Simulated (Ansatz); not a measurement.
# AlH₃SSi: up Jacob's ladder to CCSD(T)

One table from this session's results is given with a row withheld; the runs are named, their logs left out.

The runs use Ansatz 0.2.0, Gaussian basis; functionals in def2-TZVPP, the program's frozen cores in correlated methods.

Plan: LDA (SPW92), PBE-D4, revPBE-D4, BLYP-D4, r2SCAN-D4, B97M-V, PBE0-D4, B3LYP-D4, r2SCANh-D4, r2SCAN0-D4, HSE06-D4, BHLYP-D4, CAM-B3LYP-D4, LC-ωPBE, ωB97X-V, ωB97M-V, B2PLYP, PBE-QIDH; CCSD(T)/def2-SVP; CCSD(T)/def2-TZVPP; MP2/def2-QZVPP; extrapolation to the limit; RPA on PBE.

**The geometry**

An earlier PBE0-D4 in a triple-zeta def2 set relaxation fixed the geometry.

SMILES `[AlH]1[SiH2][S]1`, 6 atoms, charge 0, spin multiplicity 1.

Atoms are counted from 1 here; the program's logs count them from 0.

Bond lengths: Al1–Si2 2.318 Å, Al1–S3 2.171 Å, Al1–H4 1.572 Å, Si2–S3 2.201 Å, Si2–H5 1.487 Å, Si2–H6 1.487 Å. Angles: Si2–Al1–S3 58.6°, Si2–Al1–H4 165.3°, S3–Al1–H4 136.1°, Al1–Si2–S3 57.3°, Al1–Si2–H5 125.2°, Al1–Si2–H6 125.2°, S3–Si2–H5 112.5°, S3–Si2–H6 112.5°, H5–Si2–H6 108.7°, Al1–S3–Si2 64.0°.

Set-up of the first run:

File in.yaml:

```yaml
crystal:
  periodic: [false, false, false]
  atoms:
    - {symbol: Al, position_ang: [-1.021736, -0.745368, -0.595012]}
    - {symbol: Si, position_ang: [0.854449, 0.186327, 0.397591]}
    - {symbol: S, position_ang: [-0.918079, 1.374855, -0.142191]}
    - {symbol: H, position_ang: [-2.078317, -1.714965, -1.239595]}
    - {symbol: H, position_ang: [2.076217, 0.627536, -0.325152]}
    - {symbol: H, position_ang: [1.129667, 0.207515, 1.858259]}
basis:
  gaussian: {orbitals: def2-TZVPP}
hamiltonian: {xc: lda}
output: {orbitals: {seedname: orbitals}}
```

Run with:

```bash
ansatz run in.yaml --threads 2 --pin off --events-out ev --progress --plain --max-ram 4352MiB
```

Steps of the session up to this table: LDA; PBE-D4 (GGA); revPBE-D4 (GGA); BLYP-D4 (GGA); r2SCAN-D4 (meta-GGA); B97M-V (meta-GGA); PBE0-D4 (hybrid); B3LYP-D4 (hybrid); r2SCANh-D4 (hybrid); r2SCAN0-D4 (hybrid); HSE06-D4 (hybrid); BHLYP-D4 (hybrid); CAM-B3LYP-D4 (range-separated); LC-ωPBE (range-separated); ωB97X-V (range-separated); ωB97M-V (range-separated); B2PLYP (double hybrid); PBE-QIDH (double hybrid).

One table of the session follows, with a row left open; its other results are not shown here.

It belongs to the step «Orbital energies across the functionals». 

| functional | HOMO (eV) | LUMO (eV) | gap (eV) |
| --- | --- | --- | --- |
| LDA (SPW92) | -5.79 | -2.74 | 3.05 |
| PBE-D4 | ? | ? | ? |
| revPBE-D4 | -5.64 | -2.45 | 3.19 |
| BLYP-D4 | -5.51 | -2.37 | 3.14 |
| r2SCAN-D4 | -5.88 | -2.32 | 3.56 |
| B97M-V | -5.90 | -2.43 | 3.48 |
| PBE0-D4 | -6.65 | -1.80 | 4.85 |
| B3LYP-D4 | -6.45 | -1.95 | 4.50 |
| r2SCANh-D4 | -6.23 | -2.06 | 4.18 |
| r2SCAN0-D4 | -6.77 | -1.67 | 5.10 |
| HSE06-D4 | -6.26 | -2.17 | 4.09 |
| BHLYP-D4 | -7.49 | -0.98 | 6.51 |
| CAM-B3LYP-D4 | -7.82 | -0.81 | 7.02 |
| LC-ωPBE | -9.08 | 0.19 | 9.27 |
| ωB97X-V | -8.77 | 0.12 | 8.89 |
| ωB97M-V | -8.56 | -0.11 | 8.46 |

**Question.** Estimate the row for PBE-D4.

The run gave: HOMO (eV): -5.68; LUMO (eV): -2.54; gap (eV): 3.15. In the column «HOMO (eV)» it lies between LDA (SPW92) (-5.79) and revPBE-D4 (-5.64).
